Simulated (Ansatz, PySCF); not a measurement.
Species: C₄H₇ (charge -1, singlet). It need not be the lowest isomer of its formula. Whether it binds its extra electron was not tested at this geometry. 
Structure (B3LYP-D3(BJ)/def2-TZVP (Ansatz, a program for electronic structure) minimum search):
SMILES: C(C)(=C)[CH2-]
```xyz
11

C      0.2026     0.0991     1.4400
C     -0.0034     0.1272     0.0647
H      0.3361     1.0103     2.0148
H      0.2627    -0.8409     1.9763
C     -0.1117     1.2222    -0.7863
H     -0.0079     2.2395    -0.4219
H     -0.2774     1.0888    -1.8491
C     -0.0872    -1.2368    -0.6116
H     -0.4991    -1.9897     0.0679
H     -0.7209    -1.1971    -1.5032
H      0.9050    -1.5813    -0.9255
```
Charge -1, spin multiplicity 1.

Total electronic energies in hartree. Cores are frozen in the correlated levels unless marked. Spin-orbit coupling is left out. Non-relativistic. 

```json
[
 {"level": "RI-HF/cc-pVTZ", "program": "Ansatz", "energy (Eh)": "___"},
 {"level": "PBE-D3(BJ)/def2-TZVPD", "program": "Ansatz + dftd3", "energy (Eh)": "-156.43073"},
 {"level": "BLYP/def2-TZVPD", "program": "Ansatz", "energy (Eh)": "___"},
 {"level": "revPBE-D4/def2-TZVPD", "program": "Ansatz + dftd4", "energy (Eh)": "-156.62656"},
 {"level": "PBE0/def2-SVP", "program": "Ansatz", "energy (Eh)": "___"},
 {"level": "PBE0-D4/def2-TZVPD", "program": "Ansatz + dftd4", "energy (Eh)": "-156.45041"},
 {"level": "PBE0/def2-TZVP", "program": "Ansatz", "energy (Eh)": "-156.43958"},
 {"level": "TPSSh-D3(BJ)/def2-TZVPD", "program": "PySCF + dftd3", "energy (Eh)": "-156.66431"},
 {"level": "TPSSh/def2-TZVPD", "program": "PySCF", "energy (Eh)": "-156.65611"},
 {"level": "HSE06-D3(BJ)/def2-TZVPD", "program": "Ansatz + dftd3", "energy (Eh)": "-156.43820"},
 {"level": "MP2/6-31G*", "program": "Ansatz", "energy (Eh)": "-155.95478"},
 {"level": "MP2/aug-cc-pVDZ", "program": "Ansatz", "energy (Eh)": "-156.08343"},
 {"level": "SCS-MP2/cc-pVDZ", "program": "Ansatz", "energy (Eh)": "-156.02286"},
 {"level": "CCSD/aug-cc-pVDZ", "program": "Ansatz", "energy (Eh)": "-156.12558"}
]
```

Task: Some entries are withheld; supply them.

Result: 
- RI-HF/cc-pVTZ, energy (Eh): -155.50687
- BLYP/def2-TZVPD, energy (Eh): -156.55918
- PBE0/def2-SVP, energy (Eh): -156.25980
